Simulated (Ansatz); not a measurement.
Results of the Gaussian-basis code of Ansatz.

A structure relaxed at PBE0-D4/def2-TZVP, charge 0, multiplicity 1:

```csv
atom,x (Å),y (Å),z (Å)
O1,1.268,1.811,-0.062
C2,0.646,1.761,0.958
O3,-0.487,1.089,1.160
C4,-1.003,0.352,0.045
C5,-0.420,-1.030,0.005
C6,0.687,-1.354,-0.885
O7,-0.646,-1.730,-1.202
H8,0.922,2.280,1.887
H9,-0.790,0.876,-0.888
H10,-2.081,0.309,0.204
H11,-0.557,-1.620,0.910
H12,1.112,-0.567,-1.500
H13,1.349,-2.178,-0.633
```

Task: Give its formula and SMILES.

Result: C4H6O3, `O=COCC1CO1`.

Task: Point group (tolerance 0.08 Å, 0.16 Å for H)?

Result: C1.

Task: Summarise the bond lengths by kind.

Result: 5 × C–O 1.195 to 1.433 Å; 6 × C–H 1.086 to 1.100 Å; 2 × C–C 1.458 to 1.500 Å.
